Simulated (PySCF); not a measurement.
**Partial charges of `C/C=C\C1=CC1`**

C6H8.
Z-matrix (Å and degrees, GFN2-xTB geometry), rows numbered from 1:
```
C 
C   1  1.4886
C   2  1.3372  1  126.10
C   3  1.4189  2  125.76  1     0.02
C   4  1.3096  3  149.67  2  -179.95
C   5  1.4971  4   64.39  3   179.96
H   1  1.0905  2  109.91  3   120.96
H   1  1.0904  2  109.89  3  -121.18
H   1  1.0850  2  111.52  3    -0.12
H   2  1.0826  1  115.23  3  -179.98
H   3  1.0841  2  119.47  1   179.97
H   5  1.0614  4  151.56  6   179.93
H   6  1.0864  4  119.82  5  -105.69
H   6  1.0864  4  119.86  5   105.71
```

Density: PBE0/pcSseg-1 (PySCF); schemes: Mulliken, IAO, Hirshfeld and ESP-fitted. The structure is a single GFN2-xTB conformer in the gas phase; no vibrational or solvent corrections.

Q: What partial charge does each atom carry?

A: In e; atoms taken as equivalent share a row and are averaged (×n: the atom named and its like, n in all):

| atom | environment | Mulliken | IAO | Hirshfeld | ESP-fitted |
| --- | --- | --- | --- | --- | --- |
| C1 | allylic carbon | -0.211 | -0.427 | -0.117 | -0.321 |
| C2 | alkene CH carbon | -0.196 | -0.109 | -0.020 | +0.174 |
| C3 | alkene CH carbon | -0.109 | -0.183 | -0.059 | -0.656 |
| C4 | fully substituted alkene carbon | -0.017 | +0.009 | -0.002 | +0.434 |
| C5 | alkene CH carbon | -0.182 | -0.177 | -0.058 | -0.477 |
| C6 | allylic carbon | -0.177 | -0.286 | -0.101 | -0.045 |
| H7/H8/H9 | methyl hydrogen | +0.132 | +0.154 | +0.047 | +0.096 |
| H10 | vinylic hydrogen | +0.104 | +0.147 | +0.047 | +0.072 |
| H11 | vinylic hydrogen | +0.094 | +0.157 | +0.048 | +0.228 |
| H12 | vinylic hydrogen | +0.059 | +0.171 | +0.069 | +0.238 |
| H13/H14 | methylene hydrogen | +0.119 | +0.119 | +0.026 | +0.033 |

Mean size of the charges over all atoms: ESP-fitted 0.214 e, IAO 0.169 e, Mulliken 0.127 e, Hirshfeld 0.051 e. Each set sums to the total charge, 0, to within 0.001 e. The Hirshfeld scheme divides the density at each point in proportion to the densities of the neutral, spherically averaged free atoms. The Mulliken scheme gives each basis function's population to the atom it is centred on and halves the overlap population of two atoms between them.

Lowest charge. The schemes don't all agree: Mulliken C1 (-0.211); IAO C1 (-0.427); Hirshfeld C1 (-0.117); ESP-fitted C3 (-0.656).

Highest charge. The schemes don't all agree: Mulliken H7/H8/H9 (+0.132); IAO H12 (+0.171); Hirshfeld H12 (+0.069); ESP-fitted C4 (+0.434).

Q: How closely do the schemes follow one another over all atoms?

A: Correlation coefficient and root-mean-square difference: IAO with Hirshfeld 0.99, 0.134 e; Mulliken with IAO 0.93, 0.081 e; Mulliken with Hirshfeld 0.90, 0.088 e; Hirshfeld with ESP-fitted 0.64, 0.250 e; IAO with ESP-fitted 0.63, 0.221 e; Mulliken with ESP-fitted 0.52, 0.243 e.

Q: How many electrons does the Hirshfeld scheme count on C3?

A: Z − q = 6 − (-0.059) = 6.059.

Q: Sum the charges by element.

A: 
| element | atoms | Mulliken | IAO | Hirshfeld | ESP-fitted |
| --- | --- | --- | --- | --- | --- |
| C | 6 | -0.892 | -1.175 | -0.357 | -0.891 |
| H | 8 | +0.892 | +1.174 | +0.357 | +0.891 |

The run behind these numbers computed NMR shieldings as well. The run took 10 s wall on an Arm Neoverse V2 with one thread, no GPU, shared host, and the process peaked at 0.69 GiB of memory.
